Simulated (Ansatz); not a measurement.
in.yaml

```yaml
crystal:
  periodic: [false, false, false]
  atoms:
    - {symbol: N, position_ang: [-0.023346, -0.778684, 0.696127]}
    - {symbol: B, position_ang: [-0.024179, 0.438941, 1.197361]}
    - {symbol: Si, position_ang: [0.023785, 0.175987, -0.882602]}
    - {symbol: H, position_ang: [-0.078992, 1.209100, 2.076727]}
basis:
  gaussian: {orbitals: def2-SVP}
magnetization: {spin_polarized: false, initial_magnetization: 3}
correlation: {method: ccsd_t, electrons: valence}
scf: {lower_state_search: off}
output: {forces: true}
```

```sh
$ ansatz run in.yaml --threads 1 --pin off --events-out ev --progress --plain --max-ram 2393MiB
```

Output:

```
these checks for a lower state are left out or cut short: starts, cluster_reference, orbital_swaps, neighbouring_geometries, increment
502 factors; integrals over basis functions are off by at most 1.0e-3 eV
mean field evaluation 1: about -10019.6544 eV, gradient 2.8e1 eV
mean field evaluation 2: about -10019.7149 eV, gradient 2.8e1 eV
mean field evaluation 4: about -10022.9809 eV, gradient 4.3e0 eV
mean field evaluation 8: about -10023.2608 eV, gradient 4.8e-1 eV
mean field evaluation 16: about -10023.2786 eV, gradient 3.0e-5 eV
mean field -10023.27860543 eV, -368.3486947273 hartree, gradient 1.6e-6 eV, S^2 3.750000; 0 other end points of the search recorded, 0 dependent functions left out
7 core orbitals not correlated: weight in the atoms' cores, before any rotation towards them, 1.000 or more for the frozen orbitals, at most 0.000 for the correlated occupied ones
reference -10023.27860543 eV, -368.3486947273 hartree; 8, 5 occupied and 36, 39 virtual orbitals, 502 factors
second order -8.00752872 eV of doubles, -0.07100799 eV of singles
cycle   1  -8.10555299 eV  change   -2.4e-2 eV  update   1.0e-1
cycle   2  -8.44574194 eV  change   -3.4e-1 eV  update   3.8e-2
cycle   3  -8.56323924 eV  change   -1.2e-1 eV  update   2.5e-2
cycle   4  -8.56477320 eV  change   -1.5e-3 eV  update   1.1e-2
cycle   5  -8.57251646 eV  change   -7.7e-3 eV  update   6.2e-3
cycle   6  -8.57421233 eV  change   -1.7e-3 eV  update   2.6e-3
cycle   7  -8.57496259 eV  change   -7.5e-4 eV  update   9.3e-4
cycle   8  -8.57541352 eV  change   -4.5e-4 eV  update   4.2e-4
cycle   9  -8.57524458 eV  change    1.7e-4 eV  update   1.8e-4
cycle  10  -8.57528962 eV  change   -4.5e-5 eV  update   9.3e-5
cycle  11  -8.57532782 eV  change   -3.8e-5 eV  update   4.6e-5
cycle  12  -8.57531238 eV  change    1.5e-5 eV  update   2.8e-5
cycle  13  -8.57532793 eV  change   -1.6e-5 eV  update   1.5e-5
cycle  14  -8.57531293 eV  change    1.5e-5 eV  update   9.1e-6
cycle  15  -8.57531236 eV  change    5.8e-7 eV  update   4.3e-6
cycle  16  -8.57531644 eV  change   -4.1e-6 eV  update   2.3e-6
cycle  17  -8.57531629 eV  change    1.5e-7 eV  update   1.3e-6
cycle  18  -8.57531606 eV  change    2.3e-7 eV  update   8.6e-7
perturbative correction -0.41674875 eV, -0.0153152343 hartree
the calculation of the forces begins
Total energy: -10032.27067024 eV, -368.6791470141 hartree
Atom 0 at    -0.023346    -0.778684     0.696127 Å, force     0.041610    -0.952322    -0.783018 eV/Å
Atom 1 at    -0.024179     0.438941     1.197361 Å, force    -0.076292     0.659679     0.373556 eV/Å
Atom 2 at     0.023785     0.175987    -0.882602 Å, force     0.009982    -0.169622     0.031099 eV/Å
Atom 3 at    -0.078992     1.209100     2.076727 Å, force     0.024700     0.462264     0.378363 eV/Å
Dipole moment:     0.003920     0.324968    -0.113844 e Å
Checks for a lower state left out: starts, cluster_reference, orbital_swaps, neighbouring_geometries, increment
```

Forces (eV/Å):
```
N    0.042 -0.952 -0.783
B   -0.076  0.660  0.374
Si   0.010 -0.170  0.031
H    0.025  0.462  0.378
```

Ran on 1 thread of Arm Neoverse V2, shared host: 6 s wall, 0.18 GiB peak host memory.
